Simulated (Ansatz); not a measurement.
## Molecular dynamics, step by step

C₂H₅N (SMILES C.C#N), singlet, PBE0-D4/def2-SVP (Ansatz 0.2.0). Settings (timestep in fs, temperature in K; T counts 18 degrees of freedom):

```yaml
hamiltonian: {xc: pbe0, dispersion: d4}
md: {n_steps: 80, timestep: 1.0, temperature: 1500, ensemble: nve, seed: 129, initial_velocities: maxwell_boltzmann}
```

Start (the SMILES describes the start alone):

```
8
angstrom
C -0.0119 0.0465 -1.8752
H -0.9159 -0.4304 -2.2544
H 0.0179 1.0826 -2.2127
H 0.8618 -0.4822 -2.2564
H -0.0115 0.0163 -0.7862
C 0.0203 -0.0781 3.1538
N 0.0021 -0.0551 2.0088
H 0.0372 -0.0995 4.2222
```

| step | time (fs) | potential energy less the start (meV) | kinetic energy (meV) | T (K) |
| --- | --- | --- | --- | --- |
| 0 | 0.00 | 0.0 | 1163.3 | 1500 |
| 5 | 5.00 | 548.8 | 626.1 | 807 |
| 10 | 10.00 | 262.4 | 904.2 | 1166 |
| 15 | 15.00 | 439.5 | 734.1 | 947 |
| 20 | 20.00 | 323.1 | 848.5 | 1094 |
| 25 | 25.00 | 264.8 | 904.9 | 1167 |
| 30 | 30.00 | 399.5 | 769.2 | 992 |
| 35 | 35.00 | 408.7 | 760.0 | 980 |
| 40 | 40.00 | 214.8 | 952.2 | 1228 |
| 45 | 45.00 | 288.8 | 877.7 | 1132 |
| 50 | 50.00 | 363.6 | 809.0 | 1043 |
| 55 | 55.00 | 427.5 | 742.4 | 957 |
| 60 | 60.00 | 479.3 | 697.0 | 899 |
| 65 | 65.00 | 304.1 | 872.7 | 1125 |
| 70 | 70.00 | 521.6 | 656.9 | 847 |
| 75 | 75.00 | 366.1 | 810.4 | 1045 |
| 80 | 80.00 | 626.9 | 552.9 | 713 |

Step 20, positions (Å) and forces (eV/Å):

| atom | x | y | z | Fx | Fy | Fz |
| --- | --- | --- | --- | --- | --- | --- |
| C1 | 0.021 | 0.133 | -1.810 | -0.894 | -0.384 | 1.007 |
| H2 | -0.875 | -0.327 | -1.429 | -0.878 | -0.567 | 0.280 |
| H3 | -0.345 | 0.801 | -2.570 | 0.517 | 0.174 | -1.126 |
| H4 | 0.698 | -0.699 | -1.967 | 0.530 | 0.114 | -0.834 |
| H5 | 0.328 | 0.706 | -0.960 | 0.724 | 0.657 | 0.691 |
| C6 | 0.005 | 0.080 | 3.087 | -0.264 | -1.188 | -2.139 |
| N7 | 0.005 | -0.318 | 1.973 | 0.099 | 1.283 | 3.119 |
| H8 | -0.067 | 0.347 | 4.160 | 0.167 | -0.089 | -0.998 |

Step 30, positions (Å) and forces (eV/Å):

| atom | x | y | z | Fx | Fy | Fz |
| --- | --- | --- | --- | --- | --- | --- |
| C1 | -0.010 | 0.171 | -1.729 | 2.333 | 0.368 | -1.989 |
| H2 | -0.761 | -0.183 | -1.074 | -1.081 | -0.515 | 0.611 |
| H3 | -0.263 | 0.461 | -2.755 | -1.134 | 0.520 | 0.172 |
| H4 | 0.729 | -0.577 | -2.053 | 0.021 | -0.627 | 0.894 |
| H5 | 0.592 | 0.978 | -1.308 | -0.128 | 0.251 | 0.335 |
| C6 | -0.042 | 0.091 | 3.026 | 0.653 | 1.740 | 1.126 |
| N7 | 0.023 | -0.409 | 2.000 | -0.265 | -1.181 | -1.320 |
| H8 | 0.126 | 0.831 | 3.808 | -0.398 | -0.557 | 0.172 |

Step 55, positions (Å) and forces (eV/Å):

```tsv
atom	x	y	z	Fx	Fy	Fz
C1	0.018	0.276	-1.621	1.268	1.495	0.218
H2	-0.308	0.576	-0.592	0.314	0.147	-0.975
H3	-0.767	-0.035	-2.254	-1.455	-0.674	-0.620
H4	0.757	-0.486	-1.559	0.529	-1.478	0.468
H5	0.605	0.990	-2.255	-0.653	0.500	0.912
C6	-0.013	0.270	2.756	-0.471	-0.511	0.474
N7	0.003	-0.682	2.118	0.395	-0.767	-1.184
H8	-0.263	0.884	3.572	0.075	1.289	0.707
```

Last step (80):

```json
{"atom": "C1", "x (Å)": "0.0479", "y (Å)": "0.3805", "z (Å)": "-1.5077"}
{"atom": "H2", "x (Å)": "0.1479", "y (Å)": "1.2905", "z (Å)": "-0.9202"}
{"atom": "H3", "x (Å)": "-1.0105", "y (Å)": "-0.0953", "z (Å)": "-1.2962"}
{"atom": "H4", "x (Å)": "1.0133", "y (Å)": "-0.2047", "z (Å)": "-1.3006"}
{"atom": "H5", "x (Å)": "0.1176", "y (Å)": "0.3836", "z (Å)": "-2.6178"}
{"atom": "C6", "x (Å)": "-0.0923", "y (Å)": "0.2856", "z (Å)": "2.5461"}
{"atom": "N7", "x (Å)": "0.0246", "y (Å)": "-0.8468", "z (Å)": "2.2406"}
{"atom": "H8", "x (Å)": "0.0361", "y (Å)": "1.3991", "z (Å)": "2.4877"}
```

Hardware: 2 CPU threads of an Arm Neoverse V1, shared host. Wall time about 58 s.
